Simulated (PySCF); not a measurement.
A run that did not reach its result, on `F[PH+](F)P` (driver script around PySCF, density fitting, GFN2-xTB geometry as the base; each input is a line of settings and coordinates in Å).

Command:
```bash
OMP_NUM_THREADS=1 python probes_run.py task.json out
```
Input:
```
{"job": {"kind": "uv", "xc": "LC-wPBE", "basis": "def2-SVPD", "nstates": 6, "ntriplets": 0, "tda": true, "scf": {"max_cycle": 85}}, "charge": 1, "multiplicity": 2}
F     -1.031947     1.077119    -0.369096
P     -0.541221     0.038547     0.135043
F     -1.198865    -0.817695    -0.503702
P      1.071397    -0.053302    -0.567026
H     -1.150762     0.025096     1.078162
H      1.354214    -0.956297     0.043327
H      1.499850     0.690456     0.161630
```

Output:
```
RuntimeError: Electron number 50 and spin 1 are not consistent
Note mol.spin = 2S = Nalpha - Nbeta, not 2S+1
```

Question: What went wrong, and what mends it?

Answer: 50 electrons can't have multiplicity 2: an even count needs an odd multiplicity, an odd count an even one. The coordinates are the GFN2-xTB ones scaled by 0.8. Mend the charge or the multiplicity. The run gave no result.

Conformer computed: `[F:1][PH+:2]([F:3])[PH2:4]`: H–P4–P2–F1 176°, H–P4–P2–F1 81°.
